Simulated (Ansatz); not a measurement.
Born–Oppenheimer molecular dynamics of CH4AlCl (7 atoms, charge 0, multiplicity 1). It starts from a relaxed structure.

These are results of Ansatz 0.2.0, RKS B3LYP-D4/def2-SVP, not measurements.

| Property | Result |
| --- | --- |
| ensemble | NVT, Langevin thermostat |
| time step | 0.5 fs |
| steps asked | 250 |
| set temperature | 200 K |
| friction | 0.001 /fs |
| seed | 673597 |

First frame:

```xyz
7
Properties=species:S:1:pos:R:3
Al -0.006 0.001 -0.002
H 0.093 -0.003 1.574
Cl 1.835 0.000 -1.053
C -1.678 0.002 -1.000
H -2.263 -0.908 -0.775
H -2.309 0.859 -0.704
H -1.526 0.048 -2.090
```

How far do the bonds stretch over the last three quarters of this one trajectory? (Pairs bonded in most of those frames.)


| bond | mean (Å) | spread (Å) | shortest | longest |
| --- | --- | --- | --- | --- |
| Al1–H2 | 1.581 | 0.008 | 1.56 | 1.60 |
| Al1–Cl3 | 2.125 | 0.019 | 2.09 | 2.15 |
| Al1–C4 | 1.952 | 0.041 | 1.90 | 2.03 |
| C4–H5 | 1.103 | 0.007 | 1.09 | 1.12 |
| C4–H6 | 1.106 | 0.014 | 1.08 | 1.13 |
| C4–H7 | 1.104 | 0.008 | 1.09 | 1.12 |

Mean temperature of the second half: 91 K. The mean temperature of the second half is 55 % below the set value. A run of 0.12 ps of so small a system gives no equilibrium averages.

Time of the run: 4.5 min on 1 thread of Intel(R) Xeon(R) 6975P-C (Granite Rapids) (shared host), peak memory 0.14 GiB.
